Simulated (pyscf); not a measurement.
Structures and frequencies: ωB97X-D3(BJ)/def2-SVP in PySCF.

What is the homolytic dissociation enthalpy (298 K, ωB97M-D3(BJ)/def2-TZVP) of the Ge–H bond of H₃Si–Si(SiH₃)(SiH₃)–GeH₃, to H₃Si–Si(SiH₃)(SiH₃)–GeH₂• + H•?

Ge–H to H₃Si–Si(SiH₃)(SiH₃)–GeH₂• + H•: 81.0 kcal/mol. The 7 functionals that were run give +76.8 (M06-2X) to +82.1 kcal/mol (ωB97X-D3(BJ)). Other isomers of H₃Si–Si(SiH₃)(SiH₃)–GeH₂• were not searched in full and may lie lower. Elements up to Kr have no core potential and no relativistic terms here.
